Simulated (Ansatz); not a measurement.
## H$_{3}$Ge–GeH, triplet: the ladder up to UCCSDT(Q)

Geometry: a PBE0/def2-TZVP stationary point for this spin, not checked as a minimum.

```json
{"atom": "Ge", "x (Å)": "0.0000", "y (Å)": "-0.0229", "z (Å)": "1.1903"}
{"atom": "Ge", "x (Å)": "0.0000", "y (Å)": "0.0409", "z (Å)": "-1.2321"}
{"atom": "H", "x (Å)": "1.2555", "y (Å)": "-0.7421", "z (Å)": "1.7164"}
{"atom": "H", "x (Å)": "0.0000", "y (Å)": "1.4326", "z (Å)": "1.6767"}
{"atom": "H", "x (Å)": "-1.2555", "y (Å)": "-0.7421", "z (Å)": "1.7164"}
{"atom": "H", "x (Å)": "0.0000", "y (Å)": "-1.2486", "z (Å)": "-2.0914"}
```

Basis cc-pVTZ; Ansatz 0.2.0. Only valence electrons are correlated (noble-gas cores and the filled d shells of p-block atoms frozen), which leaves 12 electrons in 114 orbitals. Prefix R: restricted or restricted open-shell reference; prefix U: unrestricted. No spin–orbit coupling is included, and no scalar relativity.

Full CI isn't at hand for all of this; UCCSDT(Q) serves as the reference, and is uncertain by about the last step of the cluster series. The frozen core follows each run's orbitals, which can shift R against U totals by a few meV for light atoms and by up to 0.1 eV past Ca.

* UHF ⟨S²⟩: 2.012
* T1 diagnostic (RCCSD): 0.0199
* largest doubles amplitude (RCCSD): 0.024
* T1 diagnostic (UCCSD): 0.0155

| level | E − E(RHF) (eV) |
| --- | --- |
| UHF | -0.0913 |
| UMP2 | -5.5855 |
| UCCSD | -6.6687 |
| UCCSD(T) | -6.8814 |

Estimate how far UCCSDT(Q) in cc-pVTZ lies from UCCSD(T). The table doesn't fix it; the size of (T) and the diagnostics are the guide.

UCCSDT(Q) in cc-pVTZ lies 4.3 kJ/mol below UCCSD(T), which is 21 % of the (T) step (-20.5 kJ/mol). The diagnostics are small and the rest is a small part of (T), but (T) is large here. The miss exceeds 1 kcal/mol.

The other levels:

```tsv
level	E − E(UCCSDT(Q)) (kJ/mol)	share of correlation (%)	wall time
UCCSDT	0.8	99.88	–
```

The correlation energy at UCCSDT(Q), counted from RHF, is -6.926 eV. That run took 1.7 min on 2 threads of AMD EPYC 7R13 with a shared H100 80 GB, shared host.

Run but not shown, since their state or frozen core can't be matched to the reference's or they repeat it: RHF, RMP2, RCCSD, RCCSD(T), BCCD(T), RCCSDT, RCCSDT(Q).

Times hold each run's SCF and search for its determinant on a shared host, so for small cases they say little of a method's own cost.
